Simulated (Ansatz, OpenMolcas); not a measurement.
**Predicting a hybrid from its neighbours: SiH3Cl (chlorosilane)**

SiH3Cl has 5 atoms, charge 0, and is taken as a singlet. SMILES: `[SiH3]Cl`. The shape is that of a PBE0-D4/def2-TZVP optimisation.

The HOMO–LUMO gap y, in eV, basis aug-cc-pVDZ; a is the functional's share of exact exchange. Programs: Ansatz 0.2.0, OpenMolcas 26.06.

| functional | program | a | y (eV) |
| --- | --- | --- | --- |
| r2SCAN | Ansatz | 0 | 7.31 |
| TPSS | OpenMolcas | 0 | 6.86 |
| B3LYP | Ansatz | 0.2 | ? |
| r2SCAN0 | Ansatz | 0.25 | 9.14 |
| PBE0 | Ansatz | 0.25 | 8.60 |
| BHLYP | Ansatz | 0.5 | 10.43 |

Fit y = c + s·a to the known rows and predict B3LYP.


1. Means of the 5 rows: a = 0.2000, y = 8.468.
2. Σ(Δa)² = 0.175, Σ(Δa·Δy) = 1.182, so the slope is 1.182/0.175 = 6.7543.
3. Intercept: 8.468 − (6.7543) × 0.2000 = 7.117. The largest residual of the fit is 0.33.
4. B3LYP: 7.117 + (6.7543) × 0.2 = 8.47 eV.

The run gave 8.12 eV, so the prediction is off by +0.35 eV, about the scatter of the fit. Exact exchange lowers occupied levels and raises empty ones. The rows mix families of semi-local functionals, which the line can't see.
